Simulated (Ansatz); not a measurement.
## Relative stability

Two relaxed structures of CH3SSi, doublet (PBE0-D4/def2-TZVP; forces vanish, vibrations not checked).

A:

```
6
angstrom
C -0.2291 -0.1359 -0.6650
Si -0.2705 0.4740 1.0851
S 0.2253 -1.4772 0.5453
H -1.1682 -0.3279 -1.1738
H 0.5831 0.1246 -1.3375
H 0.8594 1.3424 1.5459
```

B:

```
6
angstrom
C 0.0934 0.3563 0.8938
Si -0.2045 -0.0992 -0.7898
S 0.3157 -1.3739 0.8424
H -1.5726 -0.2226 -1.3406
H 0.8099 0.0983 -1.8491
H 0.1878 1.0082 1.7449
```

Computed with Ansatz 0.2.0 (basis: def2-TZVPP); correlated methods freeze the cores; orbitals are unrestricted. B3LYP uses VWN-RPA correlation.

Task: Which structure is lower at CCSD(T), and by how much? (An estimate is asked for; the value comes from the calculation.)

Result: By the calculation: A, by 36.0 kJ/mol (electronic energy, against the other). By their contacts, A is CH₃SSi ([CH2]1[SiH][S]1) and B is CH₃SSi ([CH]1[SiH2][S]1).

All methods give the same order:

| method | E(B) − E(A) (kJ/mol) |
| --- | --- |
| PBE-D4 | 43.4 |
| r2SCAN-D4 | 34.7 |
| PBE0-D4 | 40.2 |
| B3LYP-D4 | 34.9 |
| wB97M-V | 32.2 |
| HF | 25.4 |
| MP2 | 45.0 |
| CCSD | 33.8 |
| CCSD(T) | 36.0 |

No T1 diagnostic of these runs exceeds 0.022. ⟨S²⟩ of the unrestricted Hartree–Fock references: 0.76 to 0.78 (a pure state has 0.75).

Labels in which every atom is bracketed show which atoms are joined, not bond orders.

For scale, one of the runs: CCSD(T)/def2-TZVPP, 157 basis functions, launched by `ansatz run in.yaml --threads 2 --pin off --events-out ev --progress --plain --max-ram 4352MiB`. Time: 55 s of wall clock on 2 CPU threads of an Arm Neoverse V2; the host was shared. Peak host memory: 2.4 GiB.
